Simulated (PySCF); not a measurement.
**Which determinant of MgSi lies lowest?**

Unrestricted PBE0; PySCF, no relativity, basis sets Mg aug-cc-pVDZ, Si aug-cc-pV(D+d)Z. Outer shells of the fragments: Mg 3s2; Si 3s2 3p2.

Followed along the bond (rough minima from three points):

```json
{"2Ms+1": "3", "unpaired": "π ↑↑", "⟨S²⟩ at the start": "2.19", "R at minimum (Å)": "2.56", "Te (eV)": "0.00"}
{"2Ms+1": "1", "unpaired": "π ↑↓", "⟨S²⟩ at the start": "1.01", "R at minimum (Å)": "2.56", "Te (eV)": "0.30"}
{"2Ms+1": "3", "unpaired": "σ ↑, π ↑", "⟨S²⟩ at the start": "2.01", "R at minimum (Å)": "2.83", "Te (eV)": "0.70"}
{"2Ms+1": "1", "unpaired": "σ ↓, π ↑", "⟨S²⟩ at the start": "1.01", "R at minimum (Å)": "2.78", "Te (eV)": "0.79"}
{"2Ms+1": "1", "unpaired": "none", "⟨S²⟩ at the start": "0.00", "R at minimum (Å)": "2.55", "Te (eV)": "1.14"}
```

Solutions found at the starting distance of 2.470 Å, counted from the lowest of them; the search is not exhaustive and high or unbound solutions are not listed, so other states can lie among these:

```json
{"2Ms+1": "3", "unpaired": "π ↑↑", "term": "³Σ⁻", "E (eV)": "0.00", "⟨S²⟩": "2.19", "⟨Lz²⟩": "0.00", "μ (D)": "-3.39"}
{"2Ms+1": "1", "unpaired": "π ↑↓", "term": "mixed", "E (eV)": "0.30", "⟨S²⟩": "1.01", "⟨Lz²⟩": "2.03", "μ (D)": "-3.70"}
{"2Ms+1": "3", "unpaired": "σ ↑, π ↑", "term": "³Π", "E (eV)": "0.90", "⟨S²⟩": "2.01", "⟨Lz²⟩": "1.01", "μ (D)": "-0.36"}
{"2Ms+1": "1", "unpaired": "σ ↓, π ↑", "term": "mixed", "E (eV)": "0.97", "⟨S²⟩": "1.01", "⟨Lz²⟩": "1.01", "μ (D)": "-0.45"}
{"2Ms+1": "1", "unpaired": "none", "term": "mixed", "E (eV)": "1.13", "⟨S²⟩": "0.00", "⟨Lz²⟩": "2.00", "μ (D)": "-3.70"}
{"2Ms+1": "3", "unpaired": "σ ↑↑, π ↑↓", "term": "mixed", "E (eV)": "1.59", "⟨S²⟩": "3.02", "⟨Lz²⟩": "2.02", "μ (D)": "-1.80"}
```

A term symbol is given only where ⟨S²⟩ and ⟨Lz²⟩ are close to those of a pure state; real π, δ and φ orbitals otherwise mix terms. A positive dipole means Mg(−)Si(+).
